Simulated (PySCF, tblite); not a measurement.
# KHO, a cluster of ions: NMR shifts, interaction energy, infrared bands, spin-spin couplings and electronic excitations

Aim: the NMR shifts, interaction energy, infrared bands, spin-spin couplings and electronic excitations of `[K+]` with `[OH-]`.

Programs: tblite 0.8.0 and PySCF 2.14.0. All values are calculated, for the isolated system unless a continuum is named. Atoms count from 0, parts from 1.

## Step 1: Starting point

3 atoms, charge 0, multiplicity 1; geometry: rigid parts in contact. Parts: 1 = atom 0, `[K+]`, charge 1; 2 = atoms 1–2, `[OH-]`, charge -1.

## Step 2: Bringing the parts together with GFN2-xTB

What the job is given:

```
{"job": {"kind": "dock", "xc": "GFN2-xTB", "basis": "xTB"}, "charge": 0, "multiplicity": 1, "parts": [{"atoms": "0-0", "charge": 1, "multiplicity": 1}, {"atoms": "1-2", "charge": -1, "multiplicity": 1}]}
K      0.000000     0.000000     0.000000
O     -0.585537     1.626867     2.198608
H     -0.911039     0.739053     2.451700
```

Method: GFN2-xTB search for minima from random contacts, gas phase.

Run with:

```console
$ OMP_NUM_THREADS=1 python cluster_run.py task.json out
```

This one command runs all jobs of the session in turn.

**Question.** The jobs that follow are: PBE0-D3(BJ)/def2-SVPD geometry optimisation, gas phase; GIAO PBE0/aug-pcSseg-2 NMR shielding, non-relativistic, gas phase; wB97M-D3(BJ)/def2-TZVPD interaction energy, counterpoise and uncorrected, gas phase; PBE0-D3(BJ)/def2-TZVPD interaction energy, counterpoise and uncorrected, gas phase; PBE0-D3(BJ)/def2-SVPD harmonic vibrations by differences of gradients, gas phase; B3LYP/pcJ-1 K:pcSseg-1 indirect spin-spin coupling, non-relativistic, gas phase; TDDFT CAM-B3LYP/def2-SVPD, vertical, gas phase, core orbitals frozen in the response. Predict: binding energy (GFN2-xTB); point group; rotational constants (main isotopes); shieldings of H, K, O (PBE0/aug-pcSseg-2); largest proton shift on binding; interaction energy, counterpoise (wB97M-D3(BJ)/def2-TZVPD); superposition error; binding energy (with deformation); strongest single infrared mode (PBE0-D3(BJ)/def2-SVPD); largest coupling of the table (B3LYP/pcSseg-1+pcJ-1); lowest singlet (CAM-B3LYP/def2-SVPD); brightest single state of those computed; lowest triplet.

The runs gave:

| quantity | value |
| --- | --- |
| binding energy (GFN2-xTB) | -166.2 kcal/mol (rough: tight binding is poor for bare ions) |
| point group | Cinfv |
| rotational constants (main isotopes) | 7.98, 7.98 GHz |
| shieldings of H, K, O (PBE0/aug-pcSseg-2) | H2 33.8, K0 1270.5, O1 298.0 ppm |
| largest proton shift on binding | H2, +2.55 ppm |
| interaction energy, counterpoise (wB97M-D3(BJ)/def2-TZVPD) | -138.4 kcal/mol |
| superposition error | 0.33 kcal/mol |
| binding energy (with deformation) | -138.4 kcal/mol |
| strongest single infrared mode (PBE0-D3(BJ)/def2-SVPD) | 451 cm⁻¹ |
| largest coupling of the table (B3LYP/pcSseg-1+pcJ-1) | 1J(O,H) O1–H2, -74.4 Hz |
| lowest singlet (CAM-B3LYP/def2-SVPD) | 3.44 eV (360 nm), f = 0.014 |
| brightest single state of those computed | state 6, 4.84 eV, f = 0.046 |
| lowest triplet | 3.39 eV |
| range of the interaction energy over the runs of this table | -140.0 to -138.4 kcal/mol |

**Reading.** In the one minimum found, at its xTB geometry, the leading contact, judged by the atoms' radii, is K0···O1 (bond, 2.16 Å). A later relaxation moves these distances. The start of the PBE0/def2-SVPD relaxation was shaken at random by about 0.01 Å, so part of the energy gained, and of the first lengths quoted, undoes that. The optimisation took 8 steps and gained 0.130 eV; among the close pairs (by a distance rule), K0–H2 changed most, from 2.970 to 3.196 Å. At PBE0/aug-pcSseg-2: Shielding is most anisotropic at O1 (span 177 ppm, paramagnetic term -105 ppm). On binding (GIAO PBE0/aug-pcSseg-2 NMR shielding, non-relativistic, gas phase), H2 moves most among the protons, 2.55 ppm downfield. Of the attraction, electrostatic 89 %, orbital 10 %, dispersion 0 %; Pauli repulsion takes back 36.92 kcal/mol. No mode is imaginary at PBE0-D3(BJ)/def2-SVPD; the softest lies at 333 cm⁻¹. In the run at B3LYP/pcSseg-1+pcJ-1, the largest coupling of the table is O1–H2, -74.4 Hz, of which the Fermi-contact term gives -55.3 Hz. The lowest singlet, at 3.44 eV, is HOMO→LUMO 0.72, HOMO−1→LUMO 0.16 and is weak; of the 6 states computed, the strongest absorption comes from state 6 at 4.84 eV (the last computed, so partners may be missing). The lowest triplet lies 0.05 eV below the lowest singlet (triplets in Tamm-Dancoff, singlets in full TDDFT). The interaction energy runs from -140.0 (PBE0-D3(BJ)/def2-TZVPD) to -138.4 kcal/mol (wB97M-D3(BJ)/def2-TZVPD).
